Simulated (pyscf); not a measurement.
PySCF, gas phase, ωB97X-D3(BJ)/def2-SVP geometries.

**Question.** What is the homolytic dissociation enthalpy (298 K, ωB97M-D3(BJ)/def2-TZVP) of the Cl–Hf bond of H₃C–Hf(CH₃)(CH₃)–Cl (SMILES [CH3][Hf]([CH3])([CH3])[Cl]), to [H₃C–Hf(CH₃)–CH₃]• + Cl•?

**Answer.** Cl–Hf to [H₃C–Hf(CH₃)–CH₃]• + Cl•: 130.3 kcal/mol. The 7 functionals that were run give +127.4 (B3LYP-D3(BJ)) to +137.1 kcal/mol (ωB97X-D3(BJ)/def2-TZVP). The radicals are drawn with the spin at the cut bond; how far it spreads was not checked. Other isomers of [H₃C–Hf(CH₃)–CH₃]• were not searched in full and may lie lower. Left out: the spin-orbit lowering of Cl. Open-shell species with a d-block atom are single-reference here; other states, and whether the spin sits on metal or ligand, were not checked. Elements past Kr carry the def2 core potentials, without spin-orbit coupling.
